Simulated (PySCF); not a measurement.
**BCl (SMILES [B]Cl): MP2/def2-TZVPP**

What is the vertical ionisation energy of BCl at MP2/def2-TZVPP? The job is set up through a Python script.

Program for the calculation: PySCF 2.14.0.

## (1) The structure to begin with

The species is BCl (2 atoms), meant as a singlet with charge 0. As SMILES, `[B]Cl`. Geometry: relaxed at PBE0-D4/def2-TZVP.

Bond lengths: B1–Cl2 1.718 Å.

## (2) A single-point energy at MP2/def2-TZVPP

Contents of job.py:

```python
# BCl
from pyscf import gto, scf, mp

system = gto.M(
    atom='''
B      0.000000     0.000000    -0.131638
Cl     0.000000     0.000000     3.114628
''',
    max_memory=1860,
    unit='bohr',
    verbose=3,
    charge=0,
    basis='def2-tzvpp',
    spin=0,
)

mf = scf.RHF(system)
mf.conv_tol = 1e-10
mf.kernel()
if not mf.converged:
    mf = mf.newton().run(mf.mo_coeff, mf.mo_occ)

pt = mp.MP2(mf, frozen=6).run()
energy = pt.e_tot
print('E = %.10f Eh' % energy)
```

Command:

```sh
$ OMP_NUM_THREADS=1 python job.py
```

What it wrote:

```text
converged SCF energy = -484.148523069282
E(RMP2) = -484.408511348263  E_corr = -0.259988278980524
E(SCS-RMP2) = -484.407901584591  E_corr = -0.259378515308602
E = -484.4085113483 Eh
```

It took 1.3 s on 1 thread of Arm Neoverse V1, shared host; peak memory 0.15 GiB.

## (3) The doublet cation at the same level

Contents of run.py:

```python
from pyscf import gto, mp

mol = gto.Mole()
mol.atom = '''
B      0.000000     0.000000    -0.069660
Cl     0.000000     0.000000     1.648190
'''
mol.max_memory = 1860
mol.verbose = 3
mol.charge = 1
mol.basis = 'def2-tzvpp'
mol.spin = 1
mol.build()

mf = mol.UHF()
mf.conv_tol = 1e-10
mf.kernel()
if not mf.converged:
    mf = mf.newton().run(mf.mo_coeff, mf.mo_occ)

pt = mp.MP2(mf, frozen=6).run()
energy = pt.e_tot
print('Final energy', energy)
```

Command:

```sh
$ OMP_NUM_THREADS=1 python run.py
```

What it wrote:

```text
converged SCF energy = -483.81776179126  <S^2> = 0.76034638  2S+1 = 2.0103198
E(UMP2) = -484.046854510492  E_corr = -0.229092719232572
E(SCS-UMP2) = -484.04247560264  E_corr = -0.224713811379817
Final energy -484.0468545104924
```

Run time: 1.9 s. Hardware: 1 thread of Arm Neoverse V1, shared host; peak memory 0.15 GiB.

## (4) Results

Level: MP2/def2-TZVPP, 6 core orbitals frozen.

| quantity | value |
| --- | --- |
| singlet BCl: total energy | -484.40851 Eh |
| singlet BCl: dipole moment (Hartree–Fock density) | 1.47 D |
| singlet BCl: HOMO energy (Hartree–Fock orbitals) | -10.34 eV |
| singlet BCl: LUMO energy (Hartree–Fock orbitals) | 1.66 eV |
| singlet BCl: HOMO–LUMO gap (Hartree–Fock orbitals) | 12.01 eV |
| singlet BCl: correlation energy (6 core orbitals frozen) | -260.0 mEh |
| doublet cation: total energy | -484.04685 Eh |
| doublet cation: HOMO energy (Hartree–Fock orbitals) (highest over α and β) | -21.23 eV |
| doublet cation: LUMO energy (Hartree–Fock orbitals) (lowest over α and β) | -7.89 eV |
| doublet cation: correlation energy (6 core orbitals frozen) | -229.1 mEh |
| doublet cation: ⟨S²⟩ of the reference determinant | 0.760 |
| vertical ionisation energy (to the doublet cation) | 9.841 eV |

What this shows: The vertical ionisation energy comes to 9.84 eV (950 kJ/mol).
